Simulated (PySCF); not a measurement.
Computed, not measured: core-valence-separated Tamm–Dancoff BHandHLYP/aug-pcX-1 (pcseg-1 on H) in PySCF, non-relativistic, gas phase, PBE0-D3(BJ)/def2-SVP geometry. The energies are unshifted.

Main lines of an unknown, eV (oscillator strength): C K: 286.4 (0.054), 286.8 (0.055), 287.7 (0.024), 288.2 (0.021), 288.6 (0.015); O K: 533.1 (0.045), 534.6 (0.028), 535.0 (0.008), 535.5 (0.006), 536.3 (0.014). Listed: the first five lines at most of each edge with a tenth or more of its strongest line's intensity; roots within 0.03 eV on the same or equivalent atoms are summed. Only the lowest roots were sought, and the top ones are left out.

Task: Which candidate gives them?
A. `FC[C@@H]1O[C@@H]1F`
B. `C=COC(F)F`

Result: A. 

- `FC[C@@H]1O[C@@H]1F`: C K: 286.4 (0.054), 286.8 (0.055), 287.7 (0.024), 288.2 (0.021), 288.6 (0.015); O K: 533.1 (0.045), 534.6 (0.028), 535.0 (0.008), 535.5 (0.006), 536.3 (0.014). First C line listed at 286.4 eV, hole on the sp3 carbon bound to oxygen; first O line listed at 533.1 eV, hole on the epoxide oxygen.
- `C=COC(F)F`: C K: 282.9 (0.056), 284.4 (0.071), 285.8 (0.011), 286.2 (0.021), 287.4 (0.008); O K: 534.2 (0.013), 535.5 (0.004), 535.8 (0.009), 536.0 (0.013), 536.4 (0.008). First C line listed at 282.9 eV, hole on the terminal =CH2 carbon (1s→π*); first O line listed at 534.2 eV, hole on the ether oxygen.

One conformer each; other structures than these candidates weren't tested.

Shape of the structure used: `[F:1][CH2:2][C@@H:3]1[O:4][C@@H:5]1[F:6]`: F1–C2–C3–O4 174°.
